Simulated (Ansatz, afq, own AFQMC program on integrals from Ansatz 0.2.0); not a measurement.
## BHBr, quartet in cc-pVDZ along one coordinate

```json
{"atom": "B", "x (Å)": "0.0000", "y (Å)": "-0.1881", "z (Å)": "1.7151"}
{"atom": "Br", "x (Å)": "0.0000", "y (Å)": "0.0118", "z (Å)": "-0.2522"}
{"atom": "H", "x (Å)": "0.0000", "y (Å)": "1.0856", "z (Å)": "1.5985"}
```

The B1–Br2 distance is changed with both sides rigid. Energies in mEh count from this geometry (1.978 Å) at the same level; the start stands on UHF, each point on the determinant named.

Basis cc-pVDZ. Only valence electrons are correlated. Integrals, coupled cluster, full CI and functionals: Ansatz 0.2.0; the random walks run on the same integrals in our own AFQMC program. The CISD trial takes its coefficients from CCSD amplitudes. Released means that phaseless walkers are propagated on without the constraint, phases kept. Error bars are statistical, one sigma. No spin–orbit coupling.

Cautions, each for one point or more: inner d shell frozen; lower spins were not checked; no relativity below Rb; no spin-orbit coupling.

```
r(B1–Br2) / Å  det.     T1  weight  ⟨S²⟩     HF  r2SCAN  CCSD(T)
        1.803   UHF  0.015    0.90  3.77   15.7    12.2     15.0
        2.176   UHF  0.022    0.90  3.77   -3.9     4.0      1.1
        2.719   UHF  0.016    0.91  3.76  -10.9    25.4     10.3
        3.601  UHF†  0.013    0.91  3.76  -15.2    34.5     11.7
        5.394  UHF†  0.012    0.91  3.76  -14.6    37.2     13.6
```

(1) Estimate the curve of CCSDT(Q), counted from the same start.

Answers

(1) 
```tsv
r(B1–Br2) / Å	det.	T1	weight	⟨S²⟩	CCSDT(Q)	ph-AFQMC/CISD	released AFQMC
1.803	UHF	0.015	0.90	3.77	15.1	16.0 ± 0.5	14.8 ± 0.6
2.176	UHF	0.022	0.90	3.77	0.9	1.1 ± 0.5	0.5 ± 0.6
2.719	UHF	0.016	0.91	3.76	10.5	10.7 ± 0.4	10.1 ± 0.5
3.601	UHF†	0.013	0.91	3.76	12.1	12.4 ± 0.5	–
5.394	UHF†	0.012	0.91	3.76	14.1	15.0 ± 0.4	14.2 ± 0.5
```

Weight is that of the determinant in the CISD state; at the start T1 is 0.016 and the weight 0.90, and ⟨S²⟩ is 3.77. A dagger marks points whose determinant fills other symmetries than the start's, so the wave-function levels may follow another state there, or a degenerate partner. A dash marks a missing value, a released energy that hasn't settled or a functional that sits on another state. Largest departures from CCSDT(Q), at the points where its series has closed: CCSD(T) -0.5 mEh at 5.394 (on UHF), ph-AFQMC/CISD 0.9 mEh at 5.394 (on UHF), released AFQMC -0.4 mEh at 2.176 (on UHF) (within the noise), HF -28.6 mEh at 5.394 (on UHF), r2SCAN 14.8 mEh at 2.719. Functionals count only at points shown to share the start's state and spin. In this small basis the wave-function levels are far from their limit, so their gap to the functionals isn't the functionals' error.

A walk keeps the symmetry of its determinant, which the program's search chose and which needn't be the lowest solution, so a lower state of the same spin and another symmetry isn't excluded. Released energies are given only where the last usable release times agree within the noise; a slower fall can still hide under it.
